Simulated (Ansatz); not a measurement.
Two isomers of C2H3F3: A = `FCC(F)F`, B = `CC(F)(F)F`.

Isolated molecules relaxed with PBE0-D4/def2-TZVP in Ansatz; ΔE leaves out vibrations. CBS: MP2 limit from def2 TZ/QZ plus the TZ coupled-cluster correction, frozen cores. DFT in def2-TZVPP. Each species was taken in one conformer, which may not be the lowest.

(1) Which isomer does CCSD(T)/CBS put lower? Give the gap. (An estimate is asked.)

(2) Give E(B) − E(A) in kJ/mol with B2PLYP, HF/def2-TZVPP, PBE0-D4, CCSD/def2-TZVPP, ωB97M-V, BLYP-D4, LDA (SPW92). (An estimate is asked.)

(3) Does the order hold for the free energy at 298.15 K (harmonic terms from PBE0-D4)? (Best estimate.)

Largest T1 diagnostic: 0.011.

## Answers

(1) The calculation gave: B, by 80.1 kJ/mol.

(2) The calculation gave: B2PLYP -78.7, HF/def2-TZVPP -79.1, PBE0-D4 -82.9, CCSD/def2-TZVPP -80.5, ωB97M-V -83.7, BLYP-D4 -72.3, LDA (SPW92) -91.6. None reverses the order clearly.

(3) The calculation gave: Yes: G(B) − G(A) = -78.6 kJ/mol, for one conformer each.

From PBE to PBE0 (25 % exact exchange), in def2-TZVPP and without D4, E(B) − E(A) moves by −3.3 kJ/mol. At CCSD(T), def2-SVP lies −13.7 kJ/mol from the extrapolated value and def2-TZVPP −1.4 kJ/mol.
